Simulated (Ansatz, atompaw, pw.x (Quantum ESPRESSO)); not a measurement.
**Equation-of-state test of one PAW (atompaw) potential (gallium (Ga))**

gallium (Ga), PAW, made with atompaw 4.2.0.5 (LDA (PW92), scalar-relativistic). Core [Ar] 3d10, reference 4s2 4p1. Waves: 4s (bound): rc 2.10 bohr; 4s channel at 0.1 Ry: rc 2.95 bohr; 4p (bound): rc 2.95 bohr; 4p channel at 0.15 Ry: rc 2.95 bohr; 4d channel at 0.25 Ry: rc 2.30 bohr. Local part: troulliermartins scheme with l = 3 at 0 Ry, radius 2.25 bohr. Core correction: smooth core density matched at 1.70 bohr. Augmentation charge: besselshape compensation charge, radius 2.65 bohr; PAW radius 2.95 bohr; waves and projectors: custom polynom vanderbiltortho.

Atomic tests: cutoffs needed: 8 Ry and 12 Ry (the cutoffs (Ry, on a coarse ladder) from which the occupation-weighted sum of valence levels, in a spherical-Bessel basis at the reference potential, stays within 10 and 1 mRy of its value at 400 Ry); ghost test: no extra level below or beside the all-electron valence levels (s, p, d, f tested) (spherical-Bessel basis up to 400 Ry, 20 bohr box); lowest eigenvalue of the overlap operator: 0.09 (s channel).

Crystal test: bcc Ga in pw.x 7.5, no spin, 14³ k-points, Fermi–Dirac smearing 0.01 Ry, cutoffs 40/400 Ry. The lattice is a test structure that the element need not adopt, and mesh and smearing are coarse.

pw.x input:

```
&control
  calculation='scf', prefix='x', pseudo_dir='./', outdir='./tmp', tstress=.true., disk_io='low'
/
&system
  ibrav=0, nat=1, ntyp=1, ecutwfc=40, ecutrho=400, nbnd=8,
  occupations='smearing', smearing='fd', degauss=0.01
/
&electrons
  conv_thr=1e-09, mixing_beta=0.4, electron_maxstep=70
/
ATOMIC_SPECIES
Ga 1.0 Ga.UPF
CELL_PARAMETERS angstrom
  -1.63584463 1.63584463 1.63584463
  1.63584463 -1.63584463 1.63584463
  1.63584463 1.63584463 -1.63584463
ATOMIC_POSITIONS crystal
Ga 0.0000 0.0000 0.0000
K_POINTS automatic
14 14 14 0 0 0
```

```bash
pw.x < Ga.scf.in > Ga.scf.out
```

Task: How does the run end?

Result: It converges; the pressure is -2.22 GPa against -0.61 GPa from all-electron LAPW. The largest radius (2.95 bohr) exceeds half the bond length (2.68 bohr), so the spheres overlap, which is one possible source of error among others. This is a poor potential for the solid. The log shows:

```
Message from routine setup:
     using ibrav=0 with symmetry is DISCOURAGED, use correct ibrav instead
     lattice parameter (alat)  =       5.3543  a.u.
     unit-cell volume          =     118.1633 (a.u.)^3
     number of electrons       =         3.00
     number of Kohn-Sham states=            8
     kinetic-energy cutoff     =      40.0000  Ry
     charge density cutoff     =     400.0000  Ry
     scf convergence threshold =      1.0E-09
     Exchange-correlation= SLA PW NOGX NOGC
     number of k points=   104  Fermi-Dirac smearing, width (Ry)=  0.0100
     iteration #  1     ecut=    40.00 Ry     beta= 0.40
     total energy              =    -147.78103692 Ry
     estimated scf accuracy    <       0.00333942 Ry
     iteration #  2     ecut=    40.00 Ry     beta= 0.40
     total energy              =    -147.78049351 Ry
     estimated scf accuracy    <       0.00102128 Ry
     iteration #  3     ecut=    40.00 Ry     beta= 0.40
     total energy              =    -147.78056145 Ry
     estimated scf accuracy    <       0.00000153 Ry
     iteration #  4     ecut=    40.00 Ry     beta= 0.40
     total energy              =    -147.78057094 Ry
     estimated scf accuracy    <       0.00000036 Ry
     iteration #  5     ecut=    40.00 Ry     beta= 0.40
     total energy              =    -147.78057085 Ry
     estimated scf accuracy    <       0.00000038 Ry
     iteration #  6     ecut=    40.00 Ry     beta= 0.40
     the Fermi energy is     6.1582 ev
!    total energy              =    -147.78057086 Ry
     estimated scf accuracy    <          9.0E-10 Ry
     smearing contrib. (-TS)   =      -0.00170328 Ry
     The total energy is F=E-TS. E is the sum of the following terms:
     one-electron contribution =       3.12310046 Ry
     hartree contribution      =       0.01462684 Ry
     xc contribution           =      -5.06321330 Ry
     ewald contribution        =      -5.29762862 Ry
     one-center paw contrib.   =    -140.55575297 Ry
     convergence has been achieved in   6 iterations
          total   stress  (Ry/bohr**3)                   (kbar)     P=      -22.19
```
